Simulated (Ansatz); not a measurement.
fcc Ir, treated with PBEsol in Ansatz (PAW).

Settings: plane-wave cutoff 500 eV, 32×32×32 k mesh, Fermi–Dirac smearing 0.1 eV, no spin polarisation, scalar-relativistic PAW data made under PBE.

Computed at the level's own relaxed cell.

Question: What does this level give for the volume per atom and equilibrium lattice constant a?

Answer: 
- volume per atom = 14.06 Å³/atom
- equilibrium lattice constant a = 3.831 Å

Measured, for comparison: equilibrium volume per atom 14.06 Å³/atom, lattice constant a 3.831 Å (static lattice: zero-point anharmonic expansion removed; as tabulated in Mejia-Rodriguez and Trickey (2018), arXiv:1807.09216). Computed (rounded) less measured: equilibrium volume per atom 0.0 %, lattice constant a 0.0 %.

Spin–orbit coupling is not included.

The computed numbers hold no vibrational or temperature effects.

Computing time: roughly 110 core-seconds.

Ansatz is a quantum-chemistry and plane-wave program.
